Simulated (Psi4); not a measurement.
**UCCSD/6-311+G(d,p) run of CHF2O (SMILES O[C](F)F)**

Aim: the vertical ionisation energy of CHF2O at UCCSD/6-311+G**, from 2 runs. 

The calculation is run with Psi4 1.11.

1 further run of the same task is left out (set aside as unsound or not needed).

## 1. Starting point

CHF2O has 5 atoms, charge 0, and is taken as a doublet. SMILES: `O[C](F)F`. Geometry: relaxed at GFN2-xTB. This is one conformer, not always the lowest.

Bond lengths: O1–C2 1.317 Å, C2–F3 1.344 Å, C2–F4 1.345 Å, O1–H5 0.974 Å. Angles: O1–C2–F3 116.5°, O1–C2–F4 116.3°, F3–C2–F4 108.6°, C2–O1–H5 115.0°.

## 2. A single-point energy at UCCSD/6-311+G(d,p)

Input file run.py:

```python
import numpy as np
from ase.calculators.psi4 import Psi4
from ase import Atoms

atoms = Atoms(['O', 'C', 'F', 'F', 'H'], positions=[
    [-0.219730, 0.891390, -0.426260],
    [0.113490, -0.378530, -0.328810],
    [1.066290, -0.680990, 0.569830],
    [-0.899720, -1.252730, -0.190070],
    [-0.060340, 1.420850, 0.375310],
])
calc = Psi4(atoms=atoms, method='ccsd', basis='6-311+G**', memory='1600MB', num_threads=1, charge=0, multiplicity=2, label='chf2o', reference='uhf')
calc.psi4.set_options({'puream': True, 'e_convergence': 1e-09, 'd_convergence': 1e-08, 'scf_type': 'pk', 'num_frozen_docc': 4, 'maxiter': 200})
atoms.calc = calc

print(f'energy: {atoms.get_potential_energy():.6f} eV')
```

On the command line:

```console
$ python run.py
```

chf2o.dat:

```text
[...]
  Running in c1 symmetry.
[...]
  Nuclear repulsion =  124.745774101078439
[...]
  Multiplicity = 2
[...]
  Nalpha       = 17
  Nbeta        = 16
[...]
    Number of basis functions: 94
[...]
   @UHF iter   1:  -312.11828941144319   -6.33545e-01   5.63707e-03 DIIS/ADIIS
[...]
   @UHF iter  15:  -312.23095383731368   -1.42109e-12   3.34800e-09 DIIS
[...]
   @S^2 Observed:                7.549931870E-01
[...]
    Orbital Energies [Eh]
    ---------------------
    Alpha Occupied:
       1A    -26.350991     2A    -26.340629     3A    -20.641301
       4A    -11.486019     5A     -1.709259     6A     -1.638706
       7A     -1.467837     8A     -0.971397     9A     -0.844377
      10A     -0.810092    11A     -0.800996    12A     -0.721182
      13A     -0.702597    14A     -0.661015    15A     -0.626370
      16A     -0.593616    17A     -0.435900
    Alpha Virtual:
      18A      0.069282    19A      0.101135    20A      0.106837
      21A      0.108601    22A      0.205037    23A      0.240034
      24A      0.270328    25A      0.287597    26A      0.322964
[...]
  @UHF Final Energy:  -312.23095383731368
   => Energetics <=
    Nuclear Repulsion Energy =            124.7457741010784389
    One-Electron Energy =                -681.0733955420690791
    Two-Electron Energy =                 244.0966676036770195
    Total Energy =                       -312.2309538373136775
  UHF NO Occupations:
  HONO-2 :   15  A 1.9996064
  HONO-1 :   16  A 1.9987636
[...]
 Multipole Moments:
 ------------------------------------------------------------------------------------
     Multipole            Electronic (a.u.)      Nuclear  (a.u.)        Total (a.u.)
 ------------------------------------------------------------------------------------
 L = 1.  Multiply by 2.5417464519 to convert [e a0] to [Debye]
 Dipole X            :          0.3535333           -0.2013508            0.1521825
 Dipole Y            :         -2.0626140            2.7997459            0.7371319
 Dipole Z            :          0.4121122           -0.0531484            0.3589639
 Magnitude           :                                                    0.8338932
[...]
      * MP2 total energy                      = -312.958498271447922
[...]
      * CCSD total energy                     = -312.966892929421306
```

Standard output:

```text
energy: -8516.262936 eV
```

Run time: 80 s. Hardware: 1 thread of Intel Xeon Platinum 8488C (Sapphire Rapids), shared host; peak memory 0.77 GiB.

## 3. The singlet cation at the same level

Input file chf2o.py:

```python
import psi4

psi4.set_memory(1600000000)
psi4.set_num_threads(1)
psi4.core.set_output_file('output.dat', False)

geom = psi4.geometry("""
1 1
O     -0.41522952     1.68448297    -0.80551466
C      0.21446502    -0.71531803    -0.62136085
F      2.01499607    -1.28688459     1.07682264
F     -1.70022439    -2.36731661    -0.35918024
H     -0.11402607     2.68501736     0.70923311
units au
symmetry c1
no_reorient
no_com
""")

psi4.set_options({
    'basis': '6-311+G**',
    'puream': True,
    'e_convergence': 1e-09,
    'd_convergence': 1e-08,
    'scf_type': 'pk',
    'num_frozen_docc': 4,
})

e = psi4.energy('ccsd')
print('E =', round(e, 9))
for k, v in sorted(psi4.core.scalar_variables().items()):
    print(f'{k:45s} {v:18.10f}')
```

On the command line:

```console
$ python chf2o.py
```

output.dat:

```text
[...]
  Running in c1 symmetry.
[...]
  Nuclear repulsion =  124.745774096264256
[...]
  Multiplicity = 1
[...]
  Nalpha       = 16
  Nbeta        = 16
[...]
    Number of basis functions: 94
[...]
   @RHF iter   1:  -311.66285801923345   -1.78114e-01   6.98687e-03 DIIS/ADIIS
[...]
   @RHF iter  14:  -311.85306888321429   -1.93268e-12   2.92393e-09 DIIS
[...]
    Orbital Energies [Eh]
    ---------------------
    Doubly Occupied:
       1A    -26.689394     2A    -26.687574     3A    -20.970461
       4A    -11.922120     5A     -2.029480     6A     -1.957405
       7A     -1.783794     8A     -1.265709     9A     -1.161830
      10A     -1.125358    11A     -1.080706    12A     -1.023623
      13A     -0.992511    14A     -0.978606    15A     -0.930723
      16A     -0.884358
[...]
  @RHF Final Energy:  -311.85306888321429
   => Energetics <=
    Nuclear Repulsion Energy =            124.7457740962642561
    One-Electron Energy =                -670.2303815256470898
    Two-Electron Energy =                 233.6315385461684855
    Total Energy =                       -311.8530688832142914
[...]
 Multipole Moments:
 ------------------------------------------------------------------------------------
     Multipole            Electronic (a.u.)      Nuclear  (a.u.)        Total (a.u.)
 ------------------------------------------------------------------------------------
 L = 1.  Multiply by 2.5417464519 to convert [e a0] to [Debye]
 Dipole X            :         -0.3799564            0.6838730            0.3039166
 Dipole Y            :         21.2150159          -21.0188379            0.1961780
 Dipole Z            :          2.8294577           -3.0042677           -0.1748100
 Magnitude           :                                                    0.4017582
[...]
      * MP2 total energy                      = -312.601699910263221
[...]
      * CCSD total energy                     = -312.603864641512303
```

Standard output:

```text
E = -312.603864642
CC D1 DIAGNOSTIC                                    0.1010157242
CC D2 DIAGNOSTIC                                    0.1647721939
CC NEW D1 DIAGNOSTIC                                0.1010157242
CC T1 DIAGNOSTIC                                    0.0230659756
CCSD CORRELATION ENERGY                            -0.7507957583
CCSD DOUBLES ENERGY                                -0.7507957583
CCSD ITERATIONS                                    21.0000000000
CCSD OPPOSITE-SPIN CORRELATION ENERGY              -0.5712540681
CCSD SAME-SPIN CORRELATION ENERGY                  -0.1795416902
CCSD SINGLES ENERGY                                 0.0000000000
CCSD TOTAL ENERGY                                -312.6038646415
CURRENT CORRELATION ENERGY                         -0.7507957583
CURRENT ENERGY                                   -312.6038646415
CURRENT REFERENCE ENERGY                         -311.8530688832
DD SOLVATION ENERGY                                 0.0000000000
HF KINETIC ENERGY                                 311.0335510067
HF POTENTIAL ENERGY                              -622.8866198899
HF TOTAL ENERGY                                  -311.8530688832
HF VIRIAL RATIO                                     2.0026348215
MP2 CORRELATION ENERGY                             -0.7486310270
MP2 DOUBLES ENERGY                                 -0.7486310270
MP2 OPPOSITE-SPIN CORRELATION ENERGY               -0.5435650932
MP2 SAME-SPIN CORRELATION ENERGY                   -0.2050659338
MP2 SINGLES ENERGY                                 -0.0000000000
MP2 TOTAL ENERGY                                 -312.6016999103
NUCLEAR REPULSION ENERGY                          124.7457740963
ONE-ELECTRON ENERGY                              -670.2303815256
PCM POLARIZATION ENERGY                             0.0000000000
PE ENERGY                                           0.0000000000
SCF ITERATION ENERGY                             -311.8530688832
SCF ITERATIONS                                     14.0000000000
SCF TOTAL ENERGY                                 -311.8530688832
TWO-ELECTRON ENERGY                               233.6315385462
```

Run time: 32 s. Hardware: 1 thread of Intel Xeon Platinum 8488C (Sapphire Rapids), shared host; peak memory 0.76 GiB.

## 4. Summary of results

At UCCSD/6-311+G**, 4 core orbitals frozen:

| quantity | value |
| --- | --- |
| doublet CHF2O: total energy | -312.96689 Eh |
| doublet CHF2O: HOMO energy (Hartree–Fock orbitals) (highest over α and β) | -11.86 eV |
| doublet CHF2O: LUMO energy (Hartree–Fock orbitals) (lowest over α and β) | 1.50 eV |
| doublet CHF2O: correlation energy (4 core orbitals frozen) | -735.9 mEh |
| doublet CHF2O: ⟨S²⟩ of the reference determinant | 0.755 |
| doublet CHF2O: T1 diagnostic | 0.023 |
| singlet cation: total energy | -312.60386 Eh |
| singlet cation: HOMO energy (Hartree–Fock orbitals) | -24.06 eV |
| singlet cation: LUMO energy (Hartree–Fock orbitals) | -8.56 eV |
| singlet cation: HOMO–LUMO gap (Hartree–Fock orbitals) | 15.50 eV |
| singlet cation: correlation energy (4 core orbitals frozen) | -750.8 mEh |
| singlet cation: T1 diagnostic | 0.023 |
| vertical ionisation energy (to the singlet cation) | 9.879 eV |

In words: The vertical ionisation energy comes to 9.88 eV (953 kJ/mol). Only the singlet of the ionised species was computed; a triplet could lie lower. The T1 diagnostic (singlet cation) of 0.023 is above the customary mark for such species, so a single reference may not serve.
